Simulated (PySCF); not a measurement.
NMR data simulated for an unnamed compound:

¹H NMR (300 MHz, computed): δ 6.97 (m, 1H), 5.51 (m, 1H), 4.65 (ddt, J = 53.0, 7.9, 3.3 Hz, 2H).

¹³C{¹H} NMR (computed): δ 158.4 (CH, dd, J = 336.7, 21.8 Hz), 115.5 (CH, dd, J = 12.5, 11.0 Hz), 73.3 (CH2, dd, J = 238.4, 6.8 Hz).

PySCF 2.14 calculation with B3LYP/pcJ-1 coupling constants, structure optimised with PBE0-D3(BJ)/def2-SVP and shielding tensors at HF/pcSseg-2 (GIAO); isolated molecule, a single conformation, no relativistic terms, averaged over atoms made equivalent by symmetry, fast rotation or ring inversion.

Referencing at the same level of theory: TMS for ¹H, ¹³C.

Problem. Which of these does the molecule contain: a ketone, a tert-butyl group, a non-aromatic C=C double bond, an N-methyl group?

Solution. 
- A ketone: no.
- A tert-butyl group: no.
- A non-aromatic C=C double bond: yes.
- An N-methyl group: no.

The data belong to SMILES F/C=C/CF, C₃H₄F₂; they needn't prove each group on their own.

Carbon signals by region: 2 in the sp2 and nitrile region (100–160 ppm), 1 at 50–100 ppm.

Common functionals overestimate the size of one-bond C–F couplings by tens of Hz; these are unscaled. Multiplet labels drop couplings under 1 Hz and merge nearly equal ones. Unscaled 3J(H,H) at this level run about 10 % above measured values. Shifts are as computed, not scaled to solution data. Of 1211 compounds with measured shifts, 218 miss one by over three times the rms of a fit or turn the order of signals round; such compounds aren't used in these exercises. Couplings across =CH–CH2 type bonds come from one rotamer and its mirror image, and can be 1–2 Hz further off. Vicinal couplings across rotatable single bonds and in flexible rings belong to the one computed conformer; a conformer average would change them.
